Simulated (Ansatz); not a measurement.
# C3H6S3: the cost of one run

All numbers below are computed with Ansatz 0.2.0 (RKS PBE-D4/6-31G).

### Step 1. The starting structure

Bond lengths: C1–C2 1.554 Å, C2–C3 1.375 Å, C3–S4 1.684 Å, C3–S5 1.732 Å, S5–S6 2.058 Å, C1–H7 1.085 Å, C1–H8 1.047 Å, C1–H9 1.060 Å, C2–H10 1.114 Å, S4–H11 1.358 Å, S6–H12 1.317 Å. Angles (14 of 15 angles, heavy atoms first): C1–C2–C3 130.2°, C2–C3–S4 122.0°, C2–C3–S5 118.0°, S4–C3–S5 119.9°, C3–S5–S6 100.4°, C1–C2–H10 111.3°, C3–C2–H10 118.5°, C2–C1–H7 110.2°, C2–C1–H8 107.3°, C2–C1–H9 106.8°, C3–S4–H11 99.7°, S5–S6–H12 98.7°, H7–C1–H8 111.4°, H7–C1–H9 111.2°.

As a file:

```xyz
12

C     0.8911   -1.5857    0.5737
C     0.2378   -0.1856    0.7447
C    -0.6998    0.4575   -0.0286
S    -1.3483   -0.2452   -1.4153
S    -1.1574    2.0671    0.4174
S     0.2068    3.1560   -0.6729
H     0.6427   -1.9978   -0.3986
H     0.5345   -2.1931    1.3484
H     1.9369   -1.4499    0.6759
H     0.6395    0.3415    1.6406
H    -1.4098   -1.5392   -1.0088
H    -0.3970    3.1191   -1.8423
```

### Step 2. End point A

input.yaml

```yaml
crystal:
  periodic: [false, false, false]
  atoms:
    - { symbol: C, position_ang: [0.8911, -1.5857, 0.5737] }
    - { symbol: C, position_ang: [0.2378, -0.1856, 0.7447] }
    - { symbol: C, position_ang: [-0.6998, 0.4575, -0.0286] }
    - { symbol: S, position_ang: [-1.3483, -0.2452, -1.4153] }
    - { symbol: S, position_ang: [-1.1574, 2.0671, 0.4174] }
    - { symbol: S, position_ang: [0.2068, 3.156, -0.6729] }
    - { symbol: H, position_ang: [0.6427, -1.9978, -0.3986] }
    - { symbol: H, position_ang: [0.5345, -2.1931, 1.3484] }
    - { symbol: H, position_ang: [1.9369, -1.4499, 0.6759] }
    - { symbol: H, position_ang: [0.6395, 0.3415, 1.6406] }
    - { symbol: H, position_ang: [-1.4098, -1.5392, -1.0088] }
    - { symbol: H, position_ang: [-0.397, 3.1191, -1.8423] }
basis:
  gaussian: { orbitals: "6-31G" }
hamiltonian:
  xc: pbe
  dispersion: d4
relax:
  f_tol: 0.02
  max_steps: 50
output:
  orbitals: {}
```

Run with:

```bash
$ ansatz run input.yaml --threads 1 --pin off --max-ram 2048MiB --backend cpu --events-out ev --progress --plain --runs-dir out
```

Q: Estimate wall time and peak memory on 1 thread of Intel Xeon 6975P-C (Granite Rapids), shared host.

About 80 s, with a peak of 0.15 GiB.
